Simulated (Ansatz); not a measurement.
# BH₂MgN: one structure at several levels

How do the functionals fare away from a minimum? The structure is a structure displaced at random from a GFN2-xTB minimum.

The runs use Ansatz 0.2.0, Gaussian basis; single points in def2-TZVPP.

Correlated methods freeze the cores. The outer core shell of Li, Na, Mg and K is correlated.

### Step 1. Starting geometry

5 atoms, charge 0, spin multiplicity 1.

Atoms are counted from 1 here; the program's logs count them from 0.

Bond lengths: N1–B2 1.251 Å, N1–H4 0.918 Å, B2–Mg3 2.041 Å, Mg3–H5 1.819 Å. Angles: B2–N1–H4 173.7°, N1–B2–Mg3 175.3°, B2–Mg3–H5 177.7°.

Geometry (Å):

```csv
atom,x (Å),y (Å),z (Å)
N1,-0.9066,-1.4744,0.0527
B2,-0.2876,-0.3883,-0.0036
Mg3,0.8573,1.3010,-0.0386
H4,-1.3098,-2.2980,0.0107
H5,1.8187,2.8440,-0.0858
```

### Step 2. CCSD(T)/def2-TZVPP

Contents of run/in.yaml:

```yaml
crystal:
  periodic: [false, false, false]
  atoms:
    - {symbol: N, position_ang: [-0.906600, -1.474400, 0.052700]}
    - {symbol: B, position_ang: [-0.287600, -0.388300, -0.003600]}
    - {symbol: Mg, position_ang: [0.857300, 1.301000, -0.038600]}
    - {symbol: H, position_ang: [-1.309800, -2.298000, 0.010700]}
    - {symbol: H, position_ang: [1.818700, 2.844000, -0.085800]}
basis:
  gaussian: {orbitals: def2-TZVPP}
correlation: {method: ccsd_t}
output: {forces: true}
```

The command line of these runs was not kept.

### Step 3. PBE0-D4/def2-TZVPP

Changes to run/in.yaml since step 2:

```diff
@@ -10,3 +10,3 @@
   gaussian: {orbitals: def2-TZVPP}
-correlation: {method: ccsd_t}
-output: {forces: true}
+hamiltonian: {xc: pbe0, dispersion: d4}
+output: {forces: true, orbitals: {seedname: orbitals}}
```

### Step 4. wB97M-V/def2-TZVPP

Changes to run/in.yaml since step 3:

```diff
@@ -10,3 +10,3 @@
   gaussian: {orbitals: def2-TZVPP}
-hamiltonian: {xc: pbe0, dispersion: d4}
-output: {forces: true, orbitals: {seedname: orbitals}}
+hamiltonian: {xc: {name: wB97M-V}}
+output: {forces: true}
```

### Step 5. r2SCAN-D4/def2-TZVPP

Changes to run/in.yaml since step 4:

```diff
@@ -10,3 +10,3 @@
   gaussian: {orbitals: def2-TZVPP}
-hamiltonian: {xc: {name: wB97M-V}}
+hamiltonian: {xc: r2scan, dispersion: d4}
 output: {forces: true}
```

### Step 6. PBE-D4/def2-TZVPP

Changes to run/in.yaml since step 5:

```diff
@@ -10,3 +10,3 @@
   gaussian: {orbitals: def2-TZVPP}
-hamiltonian: {xc: r2scan, dispersion: d4}
+hamiltonian: {xc: pbe, dispersion: d4}
 output: {forces: true}
```

### Step 7. HSE06-D4/def2-TZVPP

Changes to run/in.yaml since step 6:

```diff
@@ -10,3 +10,3 @@
   gaussian: {orbitals: def2-TZVPP}
-hamiltonian: {xc: pbe, dispersion: d4}
+hamiltonian: {xc: hse06, dispersion: d4}
 output: {forces: true}
```

### Step 8. CAM-B3LYP-D4/def2-TZVPP

Changes to run/in.yaml since step 7:

```diff
@@ -10,3 +10,3 @@
   gaussian: {orbitals: def2-TZVPP}
-hamiltonian: {xc: hse06, dispersion: d4}
+hamiltonian: {xc: {name: CAM-B3LYP}, dispersion: d4}
 output: {forces: true}
```

(Steps that only read results are left out.)

Q: Predict the outcome of this session. Wanted: energy less free atoms, CCSD(T)/def2-TZVPP; RMS force component; RMS force error; HOMO and LUMO, PBE0-D4; T1 diagnostic.

The runs gave:

| quantity | value |
| --- | --- |
| energy less free atoms, CCSD(T)/def2-TZVPP | -331.4 kcal/mol |
| RMS force component | 1.943 to 2.223 eV/Å over the methods |
| RMS force error | PBE0-D4 0.327, wB97M-V 0.335, r2SCAN-D4 0.208, PBE-D4 0.141, HSE06-D4 0.319, CAM-B3LYP-D4 0.453 eV/Å |
| HOMO and LUMO, PBE0-D4 | -7.35 and -1.13 eV |
| T1 diagnostic | 0.014 |

Against CCSD(T) the functionals' energies less atoms differ by -24.7 to -13.9 kcal/mol, PBE-D4 by -24.7 kcal/mol. CCSD(T) in triple zeta still lacks some correlation energy of the bonds, so part of these gaps is its own basis error and they don't rank the functionals. For forces PBE-D4 does best and CAM-B3LYP-D4 worst. Frozen-core CCSD(T) forces in triple zeta carry basis errors of their own, and this is one geometry, so small gaps rank nothing.
